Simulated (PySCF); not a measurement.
# Frontier orbitals and the lowest excitations

H6N2Si.
Structure used (GFN2-xTB), in Å, numbered top down from 1:
```xyz
9
H6N2Si angstrom
N      1.508   -0.014    0.232
Si    -0.106    0.583    0.160
N     -1.253   -0.661   -0.213
H      1.711   -0.749    0.890
H      2.012   -0.179   -0.623
H     -0.472    1.028    1.501
H     -0.037    1.673   -0.822
H     -2.233   -0.456   -0.108
H     -1.116   -1.218   -1.041
```

Method used: TDDFT PBE0/def2-SVPD, vertical, gas phase, core orbitals frozen in the response (PySCF 2.14.0, density-fitted response routines).

Kohn–Sham orbitals with the atoms that hold most of them (Löwdin shares over 4%, at most four atoms; ? is withheld):

| orbital | ε (eV) | atoms |
| --- | --- | --- |
| HOMO-3 | -10.40 | Si2 32%, H7 21%, N1 20%, N3 11% |
| HOMO-2 | -9.56 | Si2 35%, H6 30%, H7 12%, N3 12% |
| HOMO-1 | -7.60 | ? |
| HOMO | -7.29 | ? |
| LUMO | 0.50 | Si2 38%, N1 11%, H5 10%, H9 9% |
| LUMO+1 | 0.96 | Si2 21%, N3 14%, H8 13%, H6 11% |
| LUMO+2 | 1.77 | Si2 48%, H7 18%, H6 14%, N3 7% |

(1) Give the leading atoms of the HOMO-1.

(2) Which atoms hold the HOMO, and with what shares?

(3) The HOMO–LUMO gap is 7.79 eV. Where does the response calculation put the lowest singlet, and from which orbitals?

(4) Give energy, strength and leading configuration of S1, S2, S3 and S4, and follow the Löwdin shares of the leading atoms from the occupied to the empty orbital.

Results:

(1) N1 (bonded to Si and 2 H) 56%; N3 (bonded to Si and 2 H) 15%; Si2 (bonded to 2 N and 2 H) 11%; H4 (bonded to N) 6%. By element: nitrogen 72%, silicon 11%, hydrogen 6% or more.

(2) N3 (bonded to Si and 2 H) 53%; N1 (bonded to Si and 2 H) 14%; Si2 (bonded to 2 N and 2 H) 12%; H7 (bonded to Si) 6%. By element: nitrogen 66%, silicon 12%, hydrogen 6% or more.

(3) S1 is at 6.44 eV (f = 0.026), 1.34 eV below the gap, made of HOMO→LUMO (93%). 

(4) 
- S1 (6.44 eV, f 0.026), HOMO→LUMO (93%): N3 53% → at most 10%, N1 14% → 11%, Si2 12% → 38%
- S2 (6.70 eV, f 0.048), HOMO-1→LUMO (78%): N1 56% → 11%, N3 15% → at most 10%, Si2 11% → 38%
- S3 (6.93 eV, f 0.013), HOMO→LUMO+1 (78%): N3 53% → 14%, N1 14% → at most 12%, Si2 12% → 21%
- S4 (7.47 eV, f 0.043), HOMO-1→LUMO+1 (82%): N1 56% → at most 12%, N3 15% → 14%, Si2 11% → 21%

One conformer stands for the species.
